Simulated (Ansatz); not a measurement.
A calculation with Ansatz (development build ahead of 0.2.0).

```yaml
crystal:
  periodic: [false, false, false]
  atoms:
    - { symbol: "N", position_ang: [-0.5071, 0.09738, -0.20861] }
    - { symbol: "N", position_ang: [0.52627, -0.11279, 0.21646] }
    - { symbol: H, position_ang: [-1.29345, 0.60746, 0.2248] }
    - { symbol: H, position_ang: [1.29136, -0.62893, -0.248] }
basis:
  gaussian: { orbitals: def2-SVP }
total_charge: 1
magnetization:
  spin_polarized: true
  initial_magnetization: 1
hamiltonian:
  xc: hf
correlation:
  method: mp2
  frozen_orbitals: { H: 0, "N": 1 }
output:
  forces: true
```

The input is written out in the form of the current development build from the run's settings.

Results

```json
{
 "Converged": "yes",
 "Reference energy": "-109.59158 hartree",
 "Correlation energy": "-0.31099 hartree",
 "Total energy": "-109.90256 hartree",
 "Spin squared of the determinant": "0.768",
 "Stability test": "minimum"
}
```

Forces (eV/Å):
```json
{"atom": "N1", "Fx": "0.130", "Fy": "-0.581", "Fz": "-1.144"}
{"atom": "N2", "Fx": "-1.463", "Fy": "0.301", "Fz": "-0.594"}
{"atom": "H3", "Fx": "0.207", "Fy": "0.471", "Fz": "1.195"}
{"atom": "H4", "Fx": "1.125", "Fy": "-0.191", "Fz": "0.543"}
```

Caution: MP2 on this radical cation hangs on the determinant chosen.
